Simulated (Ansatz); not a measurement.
Relaxation of CH4FO (7 atoms, charge -1, multiplicity 1), to a largest force component of 0.02 eV/Å in at most 40 steps.

Level of theory: UKS PBE0/def2-SVP (Ansatz 0.2.0).

```xyz
7
Properties=species:S:1:pos:R:3
F 0.386 -0.456 -2.324
C -0.252 0.162 0.671
O 0.925 -0.171 0.050
H -0.028 0.570 1.673
H -0.921 -0.711 0.812
H -0.827 0.926 0.120
H 0.717 -0.321 -1.002
```

Problem. Where does it end, and by what steps?

Solution. It converged. Limits of this set-up: an anion without diffuse functions, the dipole of an ion depends on the origin. After 17 steps the energy has fallen by 0.202 eV; F1 moved furthest, 0.50 Å.

```
step  energy less start (eV)  largest force component (eV/Å)  accepted
   0                  0.0000                           1.192       yes
   1                 -0.0755                           0.905       yes
   2                 -0.1384                           0.997       yes
   3                 -0.1670                           0.390       yes
   4                 -0.1843                           0.253       yes
   5                 -0.1935                           0.255       yes
   6                 -0.1974                           0.113       yes
   7                 -0.1971                           0.228        no
   8                 -0.1992                           0.026       yes
   9                 -0.1992                           0.160       yes
  10                 -0.2008                           0.060       yes
  11                 -0.2011                           0.103       yes
  12                 -0.2017                           0.029       yes
  13                 -0.2020                           0.021       yes
  14                 -0.2021                           0.036       yes
  15                 -0.2022                           0.023       yes
  16                 -0.2022                           0.031       yes
  17                 -0.2022                           0.005       yes
```

```xyz
7
Properties=species:S:1:pos:R:3
F 0.514 0.000 -2.177
C -0.233 0.051 0.652
O 0.822 -0.550 0.079
H 0.019 0.834 1.435
H -0.943 -0.637 1.210
H -0.891 0.594 -0.077
H 0.712 -0.292 -1.122
```

Whether the end is a true minimum wasn't checked by a vibrational analysis.

The run took 45 s on 1 thread of Arm Neoverse V1 (shared host), peak memory 0.13 GiB.
